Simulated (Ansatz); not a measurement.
C$_{5}$H$_{6}$, SMILES `C#CC1CC1`. Charge 0, multiplicity 1.

| atom | x (Å) | y (Å) | z (Å) |
| --- | --- | --- | --- |
| C1 | -0.188 | 2.022 | 1.456 |
| C2 | -0.215 | 1.220 | 0.562 |
| C3 | -0.246 | 0.261 | -0.500 |
| C4 | 0.863 | -0.754 | -0.622 |
| C5 | -0.491 | -1.194 | -0.186 |
| H6 | -0.164 | 2.733 | 2.247 |
| H7 | -0.665 | 0.628 | -1.431 |
| H8 | 1.193 | -1.005 | -1.622 |
| H9 | 1.648 | -0.709 | 0.121 |
| H10 | -1.104 | -1.751 | -0.882 |
| H11 | -0.632 | -1.450 | 0.856 |

Task: List the harmonic frequencies (cm⁻¹, unscaled) at PBE0-D4/def2-TZVP in Ansatz. (Estimate.)

Result: Computed: 204, 210, 512, 528, 636, 695, 767, 818, 832, 923, 988, 1060, 1079, 1115, 1140, 1200, 1232, 1388, 1461, 1503, 2236, 3159, 3163, 3172, 3244, 3258, 3485.

Task: Is this a minimum?

Result: Yes, all 27 modes are real.

Task: Give the ideal-gas thermochemistry at 298.15 K and 1 bar (rigid rotor, harmonic oscillator; point group Cs, symmetry number 1).

Result: Zero-point energy 239.3 kJ/mol; H(298) − E = 255.1 kJ/mol; entropy 296.3 J/(mol·K), of which translation 161.1, rotation 104.7, vibration 30.5; G(298) − E = 166.8 kJ/mol.
